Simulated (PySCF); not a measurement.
Match the calculated data to a structure.

All candidates are C5H6O.

* Couplings: largest of the computed one-bond spin–spin couplings (means over like bonds): 13C–1H +237.0, 13C–1H +236.2, 13C–1H +168.7, 13C–1H +146.8 (×2), 13C–13C +114.6, 17O–1H -70.3, 13C–13C +48.7, 13C–13C +44.8 Hz [B3LYP/pcJ-1, spin–dipole term left out]
* 13C NMR: chemical shifts (computed TMS as zero) by class: 142.7 (1 C), 142.6 (1 C), 118.6 (1 C), 85.9 (1 C), 69.7 (1 C) ppm [GIAO PBE0/pcSseg-1]
* NMR, other nuclei: isotropic shieldings of nuclei other than C and H, by class: 279 (1 O) ppm [GIAO PBE0/pcSseg-1]
* Dipole: 3.82 D [PBE0/pcSseg-1]
* 1H NMR: chemical shifts (computed TMS as zero) by class: 8.34 (1 H), 8.23 (1 H), 4.88 (1 H), 4.50 (2 H), -0.17 (1 H) ppm [GIAO PBE0/pcSseg-1]
* Rotational structure: rotational constants A, B, C: 12.871, 1.798, 1.712 GHz [GFN2-xTB]

The electronic properties come from PySCF, for the isolated species, density fitting. Levels stand in brackets. One conformer (not necessarily the lowest) at the GFN2-xTB geometry, without solvent, vibrations or thermal averaging. NMR values are class means; diastereotopic atoms form classes of their own.

**Question.** Which candidate is it?
A. `OCC=C1C=C1`
B. `C=CC(=C)C=O`
C. `C#C/C=C/OC`

**Answer.** A. It is `OCC=C1C=C1`. Numbering: `[OH:1][CH2:2][CH:3]=[C:4]1[CH:5]=[CH:6]1`. Its formula, C5H6O, gives 3 degrees of unsaturation: 1 ring and 2 π bonds in the structure found. 5 carbons fall into 5 classes; from least to most shielded: alkene CH carbon [C6] (142.7 ppm), alkene CH carbon [C5] (142.6 ppm), fully substituted alkene carbon [C4] (118.6 ppm), alkene CH carbon [C3] (85.9 ppm), carbinol carbon (C–OH) [C2] (69.7 ppm). Hydrogen classes from least to most shielded: 1 H on an alkene CH carbon, C5 (8.34 ppm), 1 H on an alkene CH carbon, C6 (8.23 ppm), 1 H on an alkene CH carbon, C3 (4.88 ppm), 2 H on a carbinol carbon (C–OH), C2 (4.50 ppm), 1 H on an alcohol oxygen, O1 (-0.17 ppm). The other shieldings belong to: 279 ppm, alcohol oxygen [O1]. The couplings run between: +237.0 Hz, alkene CH carbon [C6] and its hydrogen; +236.2 Hz, alkene CH carbon [C5] and its hydrogen; +168.7 Hz, alkene CH carbon [C3] and its hydrogen; +146.8 Hz, carbinol carbon (C–OH) [C2] and its hydrogen (with 1 like pair); +114.6 Hz, alkene CH carbon [C3] and fully substituted alkene carbon [C4]; -70.3 Hz, alcohol oxygen [O1] and its hydrogen; +48.7 Hz, carbinol carbon (C–OH) [C2] and alkene CH carbon [C3]; +44.8 Hz, alkene CH carbon [C5] and alkene CH carbon [C6]. The optimised geometry has point group C1 and is an asymmetric top.

The others, at the same levels:
- `C#C/C=C/OC` fails: its computed 13C shifts are 169.7 (1 C), 86.1 (1 C), 84.8 (1 C), 84.3 (1 C), 55.8 (1 C) ppm, 1H shifts are 7.24 (1 H), 4.69 (1 H), 3.69 (3 H), 2.40 (1 H) ppm and rotational constant A is 18.113 GHz (against 12.871 GHz).
- `C=CC(=C)C=O` fails: its computed 13C shifts are 191.9 (1 C), 143.7 (1 C), 143.7 (1 C), 138.0 (1 C), 119.8 (1 C) ppm, 1H shifts are 10.45 (1 H), 6.89 (1 H), 6.76 (1 H), 6.32 (1 H), 5.74 (1 H), 5.66 (1 H) ppm and rotational constant A is 6.558 GHz (against 12.871 GHz).

Each candidate is one conformer, not necessarily the lowest. Dipoles, sizes and rotational constants follow the conformer. The torsions of the flexible species, by atom-mapped SMILES:
- `[OH:1][CH2:2][CH:3]=[C:4]1[CH:5]=[CH:6]1`: O1–C2–C3–C4 -119°, H–O1–C2–C3 53°
- `[CH:1]#[C:2]/[CH:3]=[CH:4]/[O:5][CH3:6]`: C3–C4–O5–C6 0°
- `[CH2:1]=[CH:2][C:3](=[CH2:4])[CH:5]=[O:6]`: C1–C2–C3–C4 180°, C2–C3–C5–O6 180°
